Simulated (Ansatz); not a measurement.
**NH (triplet): the correlation ladder at distance N1–H2 = 3.523 Å, aug-cc-pVDZ**

Aim: climb from Hartree-Fock through coupled cluster and multireference methods for NH (triplet) at one geometry and basis, and see what each rung misses.

The runs use Ansatz 0.2.0, Gaussian basis; aug-cc-pVDZ, core rule «outside noble gas», up to 1 orbitals frozen.

The runs, in order: UHF; CCSD(T) on ROHF; CCSD(T) on UHF; BCCD(T) on ROHF; CISD; CCSDT(Q) on UHF; CASSCF and MRCISD+Q, 4 electrons in 4 orbitals; CASSCF and NEVPT2, 4 electrons in 4 orbitals; CASSCF and MRCISD+Q, 6 electrons in 5 orbitals; CASSCF and NEVPT4(SD), 6 electrons in 5 orbitals; CASSCF and NEVPT2, 6 electrons in 5 orbitals; Full CI.

16 further runs of the same task are left out: 1 for a known fault of the program, 12 that didn't finish, 3 set aside as unsound or not needed.

### Step 1. What is computed

The geometry derives from a PBE0/def2-TZVP stationary point (not a proven minimum). One bond is set to the value named and the two fragments are kept rigid.

2 atoms, charge 0, spin multiplicity 3.

Atoms are counted from 1 here; the program's logs count them from 0.

No contacts short enough for the rule that draws bonds.

### Step 2. UHF

in.yaml

```yaml
crystal:
  periodic: [false, false, false]
  atoms:
    - {symbol: N, position_ang: [0.000000, 0.000000, 0.000000]}
    - {symbol: H, position_ang: [0.000000, 0.000000, 3.523000]}
basis:
  gaussian: {orbitals: aug-cc-pVDZ}
magnetization: {spin_polarized: true, initial_magnetization: 2}
hamiltonian: {xc: hf}
output: {orbitals: {seedname: orbitals}}
```

On the command line:

```
$ ansatz run in.yaml --threads 1 --pin off --events-out ev --progress --plain --max-ram 2393MiB
```

The runs that follow: CCSD(T) on ROHF; CCSD(T) on UHF; BCCD(T) on ROHF; CISD; CCSDT(Q) on UHF; CASSCF and MRCISD+Q, 4 electrons in 4 orbitals; CASSCF and NEVPT2, 4 electrons in 4 orbitals; CASSCF and MRCISD+Q, 6 electrons in 5 orbitals; CASSCF and NEVPT4(SD), 6 electrons in 5 orbitals; CASSCF and NEVPT2, 6 electrons in 5 orbitals; Full CI.

Before running them: what should the planned runs give, taken together? Wanted: FCI below the RHF energy; RMP2 from FCI; UMP2 from FCI; RCCSD from FCI; RCCSD(T) from FCI; UCCSD(T) from FCI; UCCSDT(Q) from FCI; NEVPT2 pair from FCI; MRCISD+Q pair from FCI.

The runs gave:

```
                         quantity                                                                                                       value
         FCI below the RHF energy                                                                                                  -6.3956 eV
                    RMP2 from FCI                                                                                                 +2916.1 meV
                    UMP2 from FCI                                                                                                  +520.1 meV
                   RCCSD from FCI                                                                                                   +58.7 meV
                RCCSD(T) from FCI                                                                                                   -11.1 meV
                UCCSD(T) from FCI                                                                                                    +6.7 meV
               UCCSDT(Q) from FCI                                                                                                    -1.6 meV
             NEVPT2 pair from FCI                                                                                                  +511.3 meV
           MRCISD+Q pair from FCI                                                                                                   -30.8 meV
          NEVPT2 valence from FCI                                                                                                  +563.5 meV
levels within 1 kcal/mol (43 meV)  UCCSD, RCCSD(T), UCCSD(T), BCCD(T), UCCSDT, UCCSDT(Q), MRCISD+Q pair, NEVPT4(SD) valence, MRCISD+Q valence
                    T1 diagnostic                                                                                                       0.406
   effectively unpaired electrons                                                                                                        4.00
```

**Reading.** RCCSD(T) misses by -11.1 meV, 0.2 % of the correlation energy. RCCSD(T), MRCISD+Q pair, MRCISD+Q valence fall below full CI, which methods that aren't variational can do. The occupations show strong static correlation (4.0 unpaired electrons where one determinant has 2). Coupled cluster on one determinant still stays close here. Of the multireference levels listed NEVPT4(SD) valence comes nearest in total energy (+12.7 meV), which doesn't show that its space is the better one. Coupled cluster took another determinant than the lowest Hartree-Fock one. These misses are within one basis, not against nature; the frozen cores of restricted and unrestricted runs differ, which can shift their rows.
